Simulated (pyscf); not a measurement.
Thermochemistry of product channels of •H₂Si–Cl on the doublet surface, in eV, from CCSD(T)/def2-TZVPP + ΔMP2(QZVPP) energies (ideal gas, 1 atm, RRHO with modes under 100 cm⁻¹ raised to 100, one conformer, R ln 2 for rigid chiral ones). Optimised with ωB97X-D3(BJ)/def2-SVP in PySCF. Correlated levels are frozen-core, on RHF or UHF. ΔMP2 is the change of the MP2 total energy from the triple- to the quadruple-zeta basis.

```json
[
 {"products": "silylene (SiH₂) [singlet] + Cl atom (Cl•)", "ΔE": "+3.78", "ΔH(298 K)": "+3.70", "ΔG(600 K)": "+3.04", "ΔG(900 K)": "+2.71"},
 {"products": ":HSi–Cl [singlet] + H atom (H•)", "ΔE": "+2.75", "ΔH(298 K)": "+2.57", "ΔG(600 K)": "+1.91", "ΔG(900 K)": "+1.56"}
]
```

These are energies of the channels, which say nothing of barriers. The CCSD(T) − MP2 part came from Ansatz, without density fitting, on the same reference. Left out: orbital degeneracy and the spin-orbit lowering of Cl.
